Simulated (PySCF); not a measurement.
Molfile (atoms numbered from 1):
```
C2H3P
     RDKit          3D

  6  5  0  0  0  0  0  0  0  0999 V2000
   -0.6222   -0.0729    0.0118 C   0  0  0  0  0  0  0  0  0  0  0  0
    0.8306   -0.0498   -0.0025 C   0  0  0  0  0  0  0  0  0  0  0  0
    2.3775   -0.0222   -0.0227 P   0  0  0  0  0  0  0  0  0  0  0  0
   -1.0182   -0.5768   -0.8850 H   0  0  0  0  0  0  0  0  0  0  0  0
   -1.0010   -0.6102    0.8967 H   0  0  0  0  0  0  0  0  0  0  0  0
   -1.0336    0.9497    0.0352 H   0  0  0  0  0  0  0  0  0  0  0  0
  1  2  1  0
  2  3  3  0
  1  4  1  0
  1  5  1  0
  1  6  1  0
M  END
```

Geometry: PBE0-D3(BJ)/def2-SVP; GIAO absolute shieldings from PySCF 2.14, gas phase, non-relativistic, averaged over equivalent atoms.

At PBE0/pcSseg-2 (157 basis functions, 5.8 s wall time on 1 thread of an Arm Neoverse V1, shared host):
```json
{"atoms": "C2", "σ (ppm)": "-0.9"}
{"atoms": "C1", "σ (ppm)": "168.1"}
{"atoms": "P3", "σ (ppm)": "345.1"}
{"atoms": "H4/H5/H6", "σ (ppm)": "29.01"}
```

Question: Predict the values at B97-D/pcSseg-2 on the same geometry.

Answer: 
```csv
atoms,σ at B97-D/pcSseg-2,change
C2,4.9,+5.8
C1,162.5,-5.6
P3,362.4,+17.3
H4/H5/H6,29.04,+0.03
```

The largest change is at P3 (phosphorus bonded to C). Cost: 157 basis functions, 9 s wall time on 1 thread of an Arm Neoverse V1, shared host.
